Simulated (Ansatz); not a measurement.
A calculation with Ansatz (development build ahead of 0.2.0).

```yaml
crystal:
  periodic: [false, false, false]
  atoms:
    - { symbol: O, position_ang: [-1.4252, -0.0318, 0.3355] }
    - { symbol: H, position_ang: [-1.9042, -0.6642, -0.2084] }
    - { symbol: H, position_ang: [-0.5114, -0.1106, 0.0156] }
    - { symbol: O, position_ang: [1.3438, 0.0205, -0.3263] }
    - { symbol: H, position_ang: [1.6664, -0.1097, 0.5732] }
    - { symbol: H, position_ang: [1.4005, 0.9748, -0.4535] }
basis:
  gaussian: { orbitals: def2-SVP }
magnetization:
  spin_polarized: true
  initial_magnetization: 2
hamiltonian:
  xc: hf
correlation:
  method: mp2
  frozen_orbitals: { H: 0, O: 1 }
output:
  forces: true
```

The input is written out in the form of the current development build from the run's settings.

Results

- Converged: yes
- Reference energy: -151.67457 hartree
- Correlation energy: -0.36619 hartree
- Total energy: -152.04076 hartree
- Spin squared of the determinant: 2.006
- Stability test: minimum

Forces (eV/Å):
```json
{"atom": "O1", "Fx": "1.060", "Fy": "5.094", "Fz": "5.106"}
{"atom": "H2", "Fx": "-3.838", "Fy": "-4.899", "Fz": "-4.180"}
{"atom": "H3", "Fx": "2.685", "Fy": "-0.275", "Fz": "-0.986"}
{"atom": "O4", "Fx": "-0.207", "Fy": "-0.075", "Fz": "-0.025"}
{"atom": "H5", "Fx": "0.163", "Fy": "0.023", "Fz": "0.093"}
{"atom": "H6", "Fx": "0.137", "Fy": "0.131", "Fz": "-0.008"}
```
